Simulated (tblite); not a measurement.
C3H3P2 (charge -1).
SMILES: `c1c[p-]cp1`

Method: GFN2-xTB as coded in tblite; computed harmonic values from a numerical Hessian at the method's own geometry, unscaled. Against measured fundamentals such values can be off by several per cent, at times by over 20.

Harmonic wavenumbers (cm⁻¹): 314.0, 396.7, 472.5, 597.4, 674.3, 707.1, 789.9, 816.2, 849.4, 873.0, 937.8, 1088.6, 1156.2, 1268.9, 1398.3, 2967.2, 2985.2, 3003.4.

A = 6800, B = 3339, C = 2239 MHz; mass 100.971 u (most abundant isotopes); point group C2v, symmetry number 2.

Question: What is the zero-point energy?

Answer: ½Σν̃ = 10648 cm⁻¹ = 127.38 kJ/mol.

Question: Give the ideal-gas entropy at 400 K and 1 bar in the rigid-rotor, harmonic-oscillator model (classical rotation).

Answer: Translation 172.52, rotation 107.73, vibration 37.81: S = 318.1 J/(mol K).

Question: And Cp and H(400 K) − H(0)?

Answer: Cp = 98.58 J/(mol K), of which vibrations give 65.32 (their classical limit is 18 R = 149.7); H(400 K) − H(0) = 23.57 kJ/mol without the zero-point energy, 10.27 from vibrations.

Question: How do the functions run with temperature in this model?

Answer: 
```tsv
T (K)	S (J/(mol K))	Cp (J/(mol K))	H − H(0) (kJ/mol)	G − H(0) (kJ/mol)	ln q(vib)
100	234.9	36.7	3.39	-20.10	0.02
200	265.5	55.6	7.92	-45.19	0.24
300	292.5	78.9	14.65	-73.11	0.75
500	341.7	113.3	34.20	-136.66	2.27
800	401.4	139.5	72.61	-248.52	4.88
1000	433.7	149.6	101.58	-332.12	6.57
```

q(vib) and H(0) count from the zero-point level.

Question: What must be added to the electronic energy to get the Gibbs energy at 400 K and 1 bar?

Answer: ZPE + [H(400 K) − H(0)] − T·S = 127.38 + 23.57 − 127.22 = 23.73 kJ/mol.

Question: Which modes carry the vibrational entropy at 400 K?

Answer: 314.0 cm⁻¹: 7.73; 396.7 cm⁻¹: 6.03; 472.5 cm⁻¹: 4.84; 597.4 cm⁻¹: 3.39; 674.3 cm⁻¹: 2.73; 707.1 cm⁻¹: 2.48 J/(mol K); the other 12 give 10.61 together.
